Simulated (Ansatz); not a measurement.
```
atom    x (Å)    y (Å)    z (Å)
   C  -0.0483   0.6151  -1.2219
   C   0.0067  -0.6392  -1.1825
   C  -0.0221   1.4597  -0.0852
   C   0.0179  -1.4137  -0.1240
   C   0.0271   0.6788   1.0137
   C   0.0156  -0.7219   1.0922
   H   0.0344   2.5305  -0.1409
   H  -0.0056  -2.5335  -0.1249
   H   0.0326   1.2267   1.9694
   H   0.0149  -1.1793   2.0286
```

RHF-MP2 on singlet C6H4 was run in several spherical basis sets with Ansatz (development build ahead of 0.2.0). Frozen core: 6 orbitals.

Problem. Rank the basis sets by the total energy that they give, lowest first, with the distance from the lowest.
A. cc-pVDZ
B. 6-31G(d)
C. def2-SVP

Solution. A (0.00 eV), B (1.09 eV), C (5.13 eV).

Totals follow the description of the cores as much as that of the bonds, so this order isn't one of quality for chemistry.
